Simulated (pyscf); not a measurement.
Optimised with ωB97X-D3(BJ)/def2-SVP in PySCF.

### Question
H₃C–In(CH₃)–NH₂ + hydrogen (H₂) → H₃C–InH–CH₃ + ammonia (NH₃)
Surface: singlet. Broken: In–N, H–H. Formed: H–In, H–N. Give ΔE‡ and ΔE from B3LYP-D3(BJ)/def2-TZVP, relative to the separated reactants.

### Answer
ΔE‡ = 17.8 kcal/mol, ΔE = +0.6 kcal/mol. ωB97M-D3(BJ)/def2-TZVP gives 18.5 kcal/mol and -0.9 kcal/mol. Zero-point energy shifts the barrier by +2.4 kcal/mol. It is a four-centre exchange, with an imaginary mode of 1278i cm⁻¹. On the product side the descent ends in an adduct with a In–N contact, 19.5 kcal/mol under the separated species and 36.4 kcal/mol under the saddle at ωB97X-D3(BJ)/def2-TZVP. What is counted as broken (In–N) persists as a longer contact in the product adduct; parting that adduct is a step of its own. At the saddle there is also a short H–In contact that neither side keeps. One saddle was located; it need not be the lowest between these sides. Elements past Kr carry the def2 core potentials, without spin-orbit coupling.
